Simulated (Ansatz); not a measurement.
Two isomers of CH3NO: A = `NC=O`, B = `CN=O`.

Isolated molecules relaxed with PBE0-D4/def2-TZVP in Ansatz; ΔE leaves out vibrations. CBS: def2 TZ/QZ extrapolation, frozen cores. DFT in def2-TZVPP. B3LYP here is the variant with VWN-RPA as its local correlation; programs differ in this. One conformer a species, not always the lowest.

A:

Z-matrix (Å, degrees):
```
N
C 1 1.351
H 1 1.003 2 121.3
H 1 1.006 2 119.3 3 -180.0
O 2 1.206 1 125.0 3 180.0
H 2 1.107 1 112.3 3 -0.0
```

B:

```xyz
6

C    -0.180   -0.085    0.379
N     0.716   -0.258   -0.771
O     0.589    0.577   -1.613
H    -0.760   -1.007    0.470
H     0.455   -0.018    1.267
H    -0.820    0.792    0.268
```

Problem. Which is lower in electronic energy at CCSD(T)/CBS, and by how much? (Best estimate.)

Solution. Ansatz gave: A, by 64.1 kcal/mol.

Problem. Give E(B) − E(A) in kcal/mol with CCSD/def2-TZVPP, PBE-D4, CCSD(T)/def2-SVP, MP2/def2-TZVPP, HF/def2-TZVPP, B3LYP-D4, B3LYP. (Best estimate.)

Solution. Computed: CCSD/def2-TZVPP 63.6, PBE-D4 63.5, CCSD(T)/def2-SVP 61.7, MP2/def2-TZVPP 67.3, HF/def2-TZVPP 68.0, B3LYP-D4 65.4, B3LYP 65.4. None reverses the order clearly.

Problem. Does the order hold for the free energy at 298.15 K (harmonic terms from PBE0-D4)? (An estimate is asked.)

Solution. Ansatz gave: Yes: G(B) − G(A) = +62.6 kcal/mol, for one conformer each.

Largest T1 diagnostic: 0.016.

At CCSD(T), def2-SVP lies −2.5 kcal/mol from the extrapolated value and def2-TZVPP −1.5 kcal/mol. From r2SCAN to r2SCAN0 (25 % exact exchange), in def2-TZVPP and without D4, E(B) − E(A) moves by +1.6 kcal/mol.
